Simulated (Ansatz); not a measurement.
**What a trial cell of Pb3Cl2 relaxes into**

Theory: Ansatz 0.2.0, DFT PBE, scalar-relativistic, plane waves, PAW. Cutoff 420 eV, Γ-centred k mesh, Gaussian smearing, no spin polarisation in the final step.

The start is a random cell of Pb3Cl2 with space group P-62m (No. 189), drawn with lower limits on the distances.

```xyz
5
Lattice="6.6815 0.0000 0.0000 -3.3407 5.7863 0.0000 0.0000 0.0000 4.7991" Properties=species:S:1:pos:R:3 pbc="T T T"
Pb    2.5628    4.4388    2.3995
Pb    1.5560    0.0000    2.3995
Pb   -0.7780    1.3475    2.3995
Cl    0.0000    0.0000    1.5997
Cl    0.0000    0.0000    3.1994
```

Steps on the 3×3×4 mesh (5 atoms). 12 of 26 steps are shown, and the free energy counts from the last. Trial steps that were taken back and renewals of the plane-wave basis can be among the rows.

```
step  ΔF (meV/atom) V (Å³/atom) P (GPa) largest force component (eV/Å)
   1        15277.2        37.11   136.57                          78.717
   3         2787.2        42.43    30.06                          16.302
   6          445.9        49.07     3.03                           1.694
   8          181.0        45.07     0.21                           0.380
  10          160.9        42.50     0.42                           0.060
  12          125.3        43.33     0.97                           0.012
  15           58.2        46.37     0.41                           0.258
  17           17.5        48.42     0.28                           0.077
  19           13.3        49.00     0.17                           0.014
  21            5.9        49.64     0.20                           0.010
  24            0.4        52.73     0.02                           0.010
  26            0.0        53.49     0.01                           0.004
```

Steps on the 6×6×6 mesh (5 atoms). 5 of 10 steps are shown, and the free energy counts from the last.

| step | ΔF (meV/atom) | V (Å³/atom) | P (GPa) | largest force component (eV/Å) |
| --- | --- | --- | --- | --- |
| 1 | 13.7 | 53.49 | -0.11 | 0.174 |
| 2 | 2.6 | 52.60 | -0.04 | 0.098 |
| 3 | 2.2 | 52.48 | 0.16 | 0.154 |
| 4 | 0.3 | 53.52 | -0.03 | 0.036 |
| 10 | 0.0 | 54.96 | 0.00 | 0.001 |

A final relaxation ran on a 6×6×6 mesh. The relaxed crystal, P-62m (No. 189):

Space group P-62m (No. 189). a = 6.005 Å, b = 6.005 Å, c = 8.801 Å, α = 90.00°, β = 90.00°, γ = 120.00°
| atom | site | symmetry | x | y | z |
| --- | --- | --- | --- | --- | --- |
| Pb | 3g | m2m | 0.6835 | 0.6835 | 0.5000 |
| Cl | 2e | 3.m | 0.0000 | 0.0000 | 0.2338 |

```yaml
Volume_per_atom: 55.0 Å³
Density: 4.2 g/cm³
Energy_over_the_elements: -0.32 eV/atom
Gap_on_the_6×6×6_mesh: 0 eV (a metal)
```

Formation energies are uncorrected and refer to the elements' standard structures at the same level (Cl₂ as a molecule).

The final run used a 6×6×6 mesh on its 5-atom cell and 0.10 eV smearing. The k mesh leaves about 4 meV/atom of noise in metals. No dispersion correction is applied, so the spacing between layers, chains or molecules is poorly fixed, and with it the volume and density. Spin–orbit coupling is left out.

A structure relaxed within its symmetry needn't be a true minimum.

Cost: 2 runs of about 4.5 core-minutes in all, on AMD EPYC 7B13 (Zen 3) (shared hosts).